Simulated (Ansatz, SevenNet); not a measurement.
Elastic constant C12 (GPa) of 34 elemental solids other than molecular ones, computed with the machine-learned potential SevenNet-0 (trained on PBE and PBE+U data) and with PBE in Ansatz (PAW). The set holds measured phases with no doubt noted on the run or the magnetic state but for the caveats below. 6 more of the class have both values but aren't in it, for one of these reasons: built or high-temperature cells, doubts on the run or the magnetic state, unlike cells, values of zero, layered or molecular crystals. Solids without a value at one level (not run, failed, or a magnetic order lost), or held back for tests, aren't counted.

Every twentieth of the way through the set, in order of the shift (worked out from unrounded values):

| solid | SevenNet-0 | PBE | shift (%) |
|---|---|---|---|
| hcp Be | 104 | 21.2 | -80 |
| diamond | 267 | 125 | -53 |
| hcp Os | 374 | 220 | -41 |
| hcp Lu | 39.8 | 28.9 | -27 |
| hcp Y | 33.1 | 25.0 | -24 |
| hcp Zr | 83.9 | 65.0 | -23 |
| fcc Rh | 228 | 179 | -21 |
| fcc Ir | 287 | 229 | -20 |
| hcp Tc | 271 | 219 | -19.2 |
| diamond-structure Si | 69.5 | 56.7 | -18.4 |
| fcc Ni | 192 | 157 | -18.3 |
| hcp Mg | 29.4 | 24.2 | -17.9 |
| hcp Sc | 43.5 | 37.7 | -13.2 |
| fcc Pt | 237 | 219 | -7.6 |
| fcc Ag | 84.3 | 81.0 | -3.9 |
| fcc Sr | 9.88 | 9.82 | -0.6 |
| fcc Au | 130 | 131 | +0.7 |
| fcc Pb | 33.2 | 35.7 | +7.3 |
| fcc Ca | 13.1 | 14.9 | +13.2 |
| bcc K | 2.01 | 3.42 | +70 |
| hcp Co | 60.3 | 169 | +181 |

The shift from SevenNet-0 to PBE has a median of -18.2 %, and eight in ten lie between -38 % and +13.1 %; PBE is the larger in 8 of 34. Each level is at its own cell, so the shift holds the change of volume too.

Ansatz's runs of these crystals have no spin polarisation, but for bcc Fe, hcp Co, fcc Ni.

Density-functional runs with spin start from parallel moments for bcc Fe, parallel moments for hcp Co, parallel moments for fcc Ni.

Spin–orbit coupling is left out, also for the solids with elements from indium on (fcc Pt, hcp Os, double-hcp La, fcc Ir, hcp Re, hcp Hf, fcc Pb, hcp Lu, fcc Au); its size isn't shown.

Each level is taken at its own relaxed cell. Ansatz's density-functional and Hartree–Fock values are scalar-relativistic unless marked +SOC, with PAW data made under PBE.

Ansatz is a program for electronic structure.
